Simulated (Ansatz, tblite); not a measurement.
**[SnF3]-: a ladder of methods and basis sets**

How do method and basis change the picture of [SnF3]- (singlet)?

Computed with Ansatz 0.2.0, Gaussian basis. Level: as each input shows.

The runs, in order: GFN1-xTB, GFN2-xTB, PBE-D4/def2-TZVPD, r2SCAN-D4/def2-TZVPD, ωB97X-V/def2-TZVPD, B3LYP-D4/def2-TZVPD, HSE06-D4/def2-TZVPD, r2SCAN0-D4/def2-TZVPD, B2PLYP/def2-TZVPD, r2SCANh-D4/def2-TZVPD, B97M-V/def2-TZVPD, PBE-D4/def2-SVPD, PBE0-D4/def2-SVPD, CCSD(T)/def2-TZVPPD, MP2/def2-TZVPD, RPA/def2-TZVPD.

1 further run of the same task is left out (set aside as unsound or not needed). Runs told in other sessions of the task aren't counted.

## (1) The relaxed structure

The singlet was relaxed beforehand with PBE0-D4/def2-TZVPD.

4 atoms, charge -1, spin multiplicity 1.

Bond lengths: Sn1–F2 1.999 Å, Sn1–F3 1.999 Å, Sn1–F4 1.999 Å. Angles: F2–Sn1–F3 95.1°, F2–Sn1–F4 95.1°, F3–Sn1–F4 95.1°.

As a file:

```
atom    x (Å)    y (Å)    z (Å)
 Sn1  -0.0058   0.0056   0.7852
  F2   1.7039  -0.0310  -0.2492
  F3  -0.8237   1.4869  -0.2783
  F4  -0.8744  -1.4614  -0.2577
```

Sn takes a core potential in the def2 sets. No spin-orbit coupling is included. The ion is computed in the gas phase, without counter-ions or solvent.

PBE0-D4/def2-TZVPD was run before; its log isn't repeated, and its numbers join the tables.

## (2) GFN1-xTB

Tight binding, by tblite at 300 K electronic temperature and without a spin-polarisation term:

```python
tblite.interface.Calculator('GFN1-xTB', numbers, positions, charge=-1, uhf=0).singlepoint()
```

Energy -497.9210 eV, HOMO -6.04 eV, LUMO 0.65 eV; 0.003 s.

## (3) GFN2-xTB

Tight binding, by tblite at 300 K electronic temperature and without a spin-polarisation term:

```python
tblite.interface.Calculator('GFN2-xTB', numbers, positions, charge=-1, uhf=0).singlepoint()
```

Energy -454.8509 eV, HOMO -5.44 eV, LUMO 1.51 eV; 0.002 s.

## (4) PBE-D4/def2-TZVPD

start.molden holds the orbitals of an earlier run on this state, given as this run's starting guess.

The input, in.yaml:

```yaml
crystal:
  periodic: [false, false, false]
  atoms:
    - {symbol: Sn, position_ang: [-0.005751, 0.005566, 0.785223]}
    - {symbol: F, position_ang: [1.703900, -0.031041, -0.249234]}
    - {symbol: F, position_ang: [-0.823719, 1.486887, -0.278260]}
    - {symbol: F, position_ang: [-0.874430, -1.461412, -0.257719]}
basis:
  gaussian: {orbitals: def2-TZVPD, initial_orbitals: start.molden}
total_charge: -1
hamiltonian: {xc: pbe, dispersion: d4}
scf: {omitted_lower_state_checks: [starts]}
output: {orbitals: {seedname: orbitals}}
```

Run with:

```bash
$ ansatz run in.yaml --threads 4 --pin off --events-out ev --progress --plain --max-ram 3916MiB
```

After this run come: r2SCAN-D4/def2-TZVPD; ωB97X-V/def2-TZVPD; B3LYP-D4/def2-TZVPD; HSE06-D4/def2-TZVPD; r2SCAN0-D4/def2-TZVPD; B2PLYP/def2-TZVPD; r2SCANh-D4/def2-TZVPD; B97M-V/def2-TZVPD; PBE-D4/def2-SVPD; PBE0-D4/def2-SVPD; CCSD(T)/def2-TZVPPD; MP2/def2-TZVPD; RPA/def2-TZVPD.

**Question.** What will the summary of the whole plan be? Wanted: gap in def2-TZVPD, named functionals, smallest and largest; correlation energy, CCSD(T)/def2-TZVPPD; correlation energy, MP2/def2-TZVPD; PBE0 total energy, smallest basis above largest.

As calculated:

```
                                                  quantity                                value
gap in def2-TZVPD, named functionals, smallest and largest  4.69 eV (PBE-D4), 9.99 eV (ωB97X-V)
                   correlation energy, CCSD(T)/def2-TZVPPD                            -30.38 eV
                        correlation energy, MP2/def2-TZVPD                            -29.86 eV
           PBE0 total energy, smallest basis above largest      9.77 eV (def2-SVPD, def2-TZVPD)
```

Orbital gaps of the named functionals in def2-TZVPD span 4.69 eV (PBE-D4) to 9.99 eV (ωB97X-V); exact exchange widens it.
